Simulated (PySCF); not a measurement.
Species: C5H7Cl.
Structure used (GFN2-xTB), in Å, numbered top down from 1:
```
atom  x, y, z in Å
C1     1.9572    0.2458   -0.2442
C2     0.6661    0.1334   -0.0148
C3    -0.5034    1.0838   -0.0340
C4    -1.4458   -0.1243    0.1308
C5    -0.2220   -1.0379    0.3008
Cl6   -0.1131   -2.4052   -0.8387
H7     2.6094   -0.6108   -0.2131
H8     2.4076    1.1954   -0.4789
H9    -0.5164    1.7766    0.8062
H10   -0.6186    1.6495   -0.9569
H11   -2.1119   -0.0951    0.9900
H12   -2.0219   -0.3499   -0.7627
H13   -0.0915   -1.4606    1.2978
```

Method: TDDFT PBE0/def2-SVPD, vertical, gas phase, core orbitals frozen in the response (PySCF 2.14.0, density-fitted response routines).

Computed states:

```json
{"state": "S1", "E (eV)": "6.12", "f": "0.065"}
{"state": "S2", "E (eV)": "6.21", "f": "0.047"}
{"state": "S3", "E (eV)": "6.58", "f": "0.102"}
{"state": "S4", "E (eV)": "7.07", "f": "0.026"}
{"state": "S5", "E (eV)": "7.51", "f": "0.0048"}
{"state": "S6", "E (eV)": "7.61", "f": "0.032"}
```

Broadening: Gaussians 0.4 eV wide at half height, area fixed by f = 4.319×10⁻⁹ ∫ε dν̃. The width is an assumption, not a result. The curve ends short of the highest state used, and states not computed would add to its high-energy end.

Q: What does the envelope look like, and where are its maxima?

A: 
λ (nm), ε (L mol⁻¹ cm⁻¹) and a bar:
```
    176.9       1928 ########
    178.5       2014 ########
    180.2       2386 #########
    181.8       3156 ############
    183.5       4378 #################
    185.1       5655 ######################
    186.8       6765 ###########################
    188.4       7316 #############################
    190.1       7346 #############################
    191.7       7064 ############################
    193.3       6784 ###########################
    195.0       6741 ##########################
    196.6       6984 ###########################
    198.3       7381 #############################
    199.9       7638 ##############################
    201.6       7554 ##############################
    203.2       7046 ############################
    204.9       6102 ########################
    206.5       4983 ####################
    208.1       3815 ###############
    209.8       2682 ###########
    211.4       1808 #######
    213.1       1116 ####
    214.7        669 ###
    216.4        366 #
    218.0        197 #
    219.7         97 
    221.3         47 
    223.0         21 
    224.6          9
```

Maxima: 200 nm (6.19 eV), ε about 7700, made up of S1 (53%) and S2 (41%); 189 nm (6.55 eV), ε about 7400, made up of S3 (91%) (ε in L mol⁻¹ cm⁻¹; maxima over ε = 5, shares over 10%).

Q: Coming from long wavelengths, where does ε first pass 100 L mol⁻¹ cm⁻¹?

A: At about 220 nm (5.65 eV), 0.47 eV below S1.

Q: What would ε be at 6.19 eV, the highest of these maxima, with half the width (0.2 eV)?

A: About 12400 L mol⁻¹ cm⁻¹ against 7660, a factor of about 1.6; a lone state at its own centre would give exactly 2.

Q: On this curve, what absorbance would a 10⁻³ mol/L sample give at 193 nm over a 1 cm path?

A: 193 nm is 6.424 eV, where ε is about 6800 L mol⁻¹ cm⁻¹, so A = ε c l ≈ 6.8 (Beer–Lambert, with the gas-phase spectrum and the assumed width).
